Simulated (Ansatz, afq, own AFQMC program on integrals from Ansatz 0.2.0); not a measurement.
# AlGeH₂⁺, triplet in cc-pVDZ, levels against CCSDT(Q)

```yaml
atoms:
  - { symbol: Ge, position_ang: [0.0000, 0.0000, 0.7334] }
  - { symbol: Al, position_ang: [0.0000, 0.0000, -1.7808] }
  - { symbol: H, position_ang: [0.0000, -1.3746, -2.5938] }
  - { symbol: H, position_ang: [0.0000, 1.3746, -2.5938] }
```

Connectivity, by distances: Ge–AlH2.

Basis cc-pVDZ. Only valence electrons are correlated. AFQMC by an in-house program on the Cholesky factors that Ansatz 0.2.0 writes for its CCSD(T) run. The CISD trial takes its coefficients from CCSD amplitudes. Released means that phaseless walkers are propagated on without the constraint, phases kept. Error bars are statistical, one sigma. No spin–orbit coupling.

Determinant: UHF, the one that the program's search chose, which needn't be the lowest solution. The geometry is a PBE0/def2-TZVP stationary point of this or a neighbouring charge and spin state.

No full CI on the walks' own integrals is used here; CCSDT(Q) serves as the reference and is uncertain by about the last step of the cluster series.

Cautions: no relativity below Rb; no spin-orbit coupling; inner d shell frozen; lower spins were not checked; the released energies are still falling, so no released level is given (meV from the phaseless value at times in 1/Eh: -6 ± 8 at 0.24, -3 ± 7 at 0.51, -4 ± 6 at 0.99, -8 ± 6 at 1.62, -22 ± 9 at 2.40), though the last usable value meets CCSDT(Q) within the noise.

```
T1 diagnostic                               : 0.0219
weight of the determinant in the CISD state : 0.893
⟨S²⟩ of the determinant                     : 2.013
size of the correlated space                : 8 electrons in 36 orbitals
```

| level | correlation energy (eV) |
| --- | --- |
| MP2 | -2.6521 |
| CCSD | -3.5696 |
| CCSD(T) | -3.6487 |

Question: Estimate where phaseless AFQMC with a CISD trial lies against CCSD(T) on the same integrals.

Answer: 19.6 ± 7.3 meV below CCSD(T).

Reference: CCSDT(Q), correlation energy -3.681 eV.

| level | E − E(reference) (meV) | share of correlation (%) |
| --- | --- | --- |
| CCSD(T) | 32.3 | 99.12 |
| CCSDT | 3.6 | 99.90 |
| ph-AFQMC/CISD | 12.7 ± 7.3 | 99.65 |

A walk keeps the symmetry of its determinant, which the program's search chose and which needn't be the lowest solution, so a lower state of the same spin and another symmetry isn't excluded.
